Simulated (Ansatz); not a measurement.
# CH2ClF (chlorofluoromethane) at B3LYP/aug-cc-pVDZ

Aim: the vertical electron affinity of CH2ClF (chlorofluoromethane) at B3LYP/aug-cc-pVDZ, from 2 runs. 

The calculation is run with Ansatz 0.2.0.

68 further runs of the same task are left out: 68 set aside as unsound or not needed.

## Step 1: The system as given

The species is CH2ClF (5 atoms), meant as a singlet with charge 0. As SMILES, `FCCl`. The shape is that of a PBE0-D4/def2-TZVP optimisation.

Bond lengths: F1–C2 1.355 Å, C2–Cl3 1.766 Å, C2–H4 1.089 Å, C2–H5 1.089 Å. Angles: F1–C2–Cl3 110.5°, F1–C2–H4 109.3°, F1–C2–H5 109.3°, Cl3–C2–H4 107.8°, Cl3–C2–H5 107.8°, H4–C2–H5 112.3°.

## Step 2: A single-point energy at B3LYP/aug-cc-pVDZ

Input file run.yaml:

```yaml
basis:
  gaussian: {orbitals: aug-cc-pVDZ}
crystal:
  periodic: [false, false, false]
  atoms:
    - {symbol: F, position_ang: [-0.970450, 0.560520, 0.766500]}
    - {symbol: C, position_ang: [0.083560, 0.089320, 0.058070]}
    - {symbol: Cl, position_ang: [-0.422970, -1.232890, -0.998060]}
    - {symbol: H, position_ang: [0.832130, -0.302600, 0.745580]}
    - {symbol: H, position_ang: [0.477720, 0.885670, -0.572080]}
total_charge: 0
hamiltonian: {xc: {name: B3LYP}}
accuracy: high
output: {orbitals: {seedname: orbitals}}
```

Started as:

```console
$ ansatz run run.yaml --threads 1 --pin off --max-ram 3480MiB --events-out events.jsonl --progress --plain --runs-dir runs
```

The log of the run:

```text
Warning: RAYON_NUM_THREADS=1 ignored (pool sized by the plan → 1); use --threads N
Functional definition: B3LYP
  name "B3LYP"
  parameter a0 = 0.2
  parameter ax = 0.72
  parameter ac = 0.81
  exchange = (1 - a0 - ax)*slater_x + ax*b88_x + a0*exact_x
  correlation = (1 - ac)*vwn_rpa_c + ac*lyp_c
1830 factors; integrals over basis functions are off by at most 4.1e-9 eV
mean field evaluation 1: about -16308.1140 eV, gradient 2.9e1 eV
mean field evaluation 2: about -16307.0820 eV, gradient 3.8e1 eV
mean field evaluation 4: about -16309.9332 eV, gradient 1.7e0 eV
mean field evaluation 8: about -16310.0133 eV, gradient 7.9e-2 eV
mean field evaluation 16: about -16310.0133 eV, gradient 4.5e-6 eV
mean field -16310.01331349 eV, -599.3819339468 hartree, gradient 1.4e-8 eV, S^2 0.000000; 0 other end points of the search recorded, 0 dependent functions left out
reference -16310.01335289 eV, -599.3819353945 hartree; 17, 17 occupied and 74, 74 virtual orbitals, 1830 factors
Total energy: -16310.01335289 eV, -599.3819353945 hartree
```

Wall time 5.1 s (1 thread of Arm Neoverse V2, shared host); peak memory 0.26 GiB.

## Step 3: The doublet anion

Input file in.yaml:

```yaml
crystal:
  periodic: [false, false, false]
  atoms:
    - {symbol: F, position_ang: [-0.970450, 0.560520, 0.766500]}
    - {symbol: C, position_ang: [0.083560, 0.089320, 0.058070]}
    - {symbol: Cl, position_ang: [-0.422970, -1.232890, -0.998060]}
    - {symbol: H, position_ang: [0.832130, -0.302600, 0.745580]}
    - {symbol: H, position_ang: [0.477720, 0.885670, -0.572080]}
basis:
  gaussian: {orbitals: aug-cc-pVDZ}
accuracy: high
output: {orbitals: {seedname: orbitals}}
magnetization: {spin_polarized: true, initial_magnetization: 1}
hamiltonian: {xc: {name: B3LYP}}
total_charge: -1
```

Started as:

```console
$ ansatz run in.yaml --threads 1 --pin off --max-ram 3480MiB --events-out events.jsonl --progress --plain --runs-dir runs
```

The log of the run:

```text
Warning: RAYON_NUM_THREADS=1 ignored (pool sized by the plan → 1); use --threads N
[... 7 set-up lines as earlier in the session ...]
1830 factors; integrals over basis functions are off by at most 4.1e-9 eV
mean field evaluation 1: about -16307.0120 eV, gradient 2.4e1 eV
mean field evaluation 2: about -16305.8493 eV, gradient 3.3e1 eV
mean field evaluation 4: about -16309.3382 eV, gradient 1.5e0 eV
mean field evaluation 8: about -16309.4736 eV, gradient 6.8e-2 eV
mean field evaluation 16: about -16309.4737 eV, gradient 4.3e-4 eV
mean field evaluation 32: about -16309.4737 eV, gradient 9.8e-8 eV
mean field evaluation 64: about -16308.9860 eV, gradient 9.8e-1 eV
mean field evaluation 96: about -16309.0578 eV, gradient 2.4e-3 eV
mean field evaluation 128: about -16309.3319 eV, gradient 1.8e0 eV
mean field -16309.47371812 eV, -599.3621041826 hartree, gradient 8.1e-8 eV, S^2 0.750060; 8 other end points of the search recorded, 0 dependent functions left out
reference -16309.47374813 eV, -599.3621052855 hartree; 18, 17 occupied and 73, 74 virtual orbitals, 1830 factors
Total energy: -16309.47374813 eV, -599.3621052855 hartree
```

It took 68 s on 1 thread of Arm Neoverse V2, shared host; peak memory 0.4 GiB.

## Step 4: Summary of results

Level: B3LYP/aug-cc-pVDZ.

| quantity | value |
| --- | --- |
| singlet CH2ClF: total energy | -599.38194 Eh |
| singlet CH2ClF: HOMO energy | -8.64 eV |
| singlet CH2ClF: LUMO energy | -0.42 eV |
| singlet CH2ClF: HOMO–LUMO gap | 8.23 eV |
| doublet anion: total energy | -599.36211 Eh |
| doublet anion: HOMO energy (highest over α and β) | 1.66 eV |
| doublet anion: LUMO energy (lowest over α and β) | 2.68 eV |
| doublet anion: ⟨S²⟩ | 0.750 |
| vertical electron affinity (to the doublet anion) | -0.540 eV |

**Reading.** The anion lies 0.54 eV (12.4 kcal/mol) above the neutral: the electron isn't bound at this level, and such a value depends on the basis. The HOMO (doublet anion) lies at positive energy, 1.66 eV; only total energies tell whether the electron is bound.
